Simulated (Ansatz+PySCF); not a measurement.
The numbers below are computed, except where a source is named.
**Several solutions for singlet C₄H₅N**

```xyz
10

N     1.1180   -0.0058    0.0081
C     0.3263    1.1239    0.0040
C    -0.9843    0.7014    0.0033
C    -0.9924   -0.7101   -0.0030
C     0.3411   -1.1154   -0.0061
H     2.1265    0.0060    0.0080
H     0.7782    2.1221    0.0014
H    -1.8597    1.3719    0.0019
H    -1.8559   -1.3677   -0.0091
H     0.7609   -2.1165   -0.0020
```

Basis set: def2-SVP (spherical functions). Charge 0, multiplicity 1.

CASSCF(6,5) was run from several starts with Ansatz (development build ahead of 0.2.0) and PySCF 2.14.0. The starts are those of the Hartree–Fock orbitals from which the active space was taken at the frontier.

```json
{"run": "A", "program": "PySCF", "start": "program defaults", "converged": "yes", "energy (hartree)": "-208.70083", "<S²>": "0.00"}
{"run": "B", "program": "Ansatz", "start": "atomic start, no search", "converged": "yes", "energy (hartree)": "-208.70817", "<S²>": "0.00"}
{"run": "C", "program": "Ansatz", "start": "stability test followed", "converged": "yes", "energy (hartree)": "-208.70817", "<S²>": "0.00"}
{"run": "D", "program": "Ansatz", "start": "search for the lowest state", "converged": "yes", "energy (hartree)": "-208.70817", "<S²>": "0.00"}
```

Q: Which runs reached the lowest solution of this kind, and what is wrong with the others?

A: B, C, D reached the lowest solution found. Converged but too high: A by 0.20 eV. Convergence only shows a stationary point; in CASSCF the end hangs on which orbitals enter the active space. Caution: other starts end on other solutions of this active space.
